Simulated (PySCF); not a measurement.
# BH6PSi: the cost of one run

The runs use PySCF 2.14.0, with density-fitted response routines of our own; the level of theory stands in each step. All values are computed, except where a source is named. Atoms are numbered from 0 throughout.

## Step 1: The starting structure

9 atoms, charge 0, multiplicity 1; geometry from: PBE0-D3(BJ)/def2-SVP.

Bonds of the start (Å): B0–P1 1.85, P1–Si2 2.24, B0–H3 1.21, B0–H4 1.21, P1–H5 1.42, Si2–H6 1.49, Si2–H7 1.49, Si2–H8 1.49.

## Step 2: Ultraviolet spectrum: wB97X-D/def2-SVPD

The job: settings as JSON, then the geometry in Å.

```
{"job": {"kind": "uv", "xc": "wB97X-D", "basis": "def2-SVPD", "ip": true}, "charge": 0, "multiplicity": 1}
B     -1.765404    -0.384509    -0.240524
P     -0.479977     0.065254     1.013667
Si     1.410772     0.496222    -0.111458
H     -2.570566    -1.250439    -0.001282
H     -1.865248     0.298829    -1.230726
H     -0.202174    -1.108859     1.761794
H      1.915761    -0.667767    -0.899490
H      2.465890     0.914724     0.857679
H      1.086985     1.625987    -1.029909
```

With the program's defaults for keys left out, this is: TDDFT wB97X-D/def2-SVPD, vertical, gas phase, core orbitals frozen in the response.

Launch:

```console
> OMP_NUM_THREADS=1 python probes_run.py task.json out
```

One launch serves the whole session: the jobs run in the order shown.

Q: Estimate the wall time and peak memory of this first job on 1 thread of Arm Neoverse V2, shared host.

About 12 s, with a peak of 0.53 GiB.
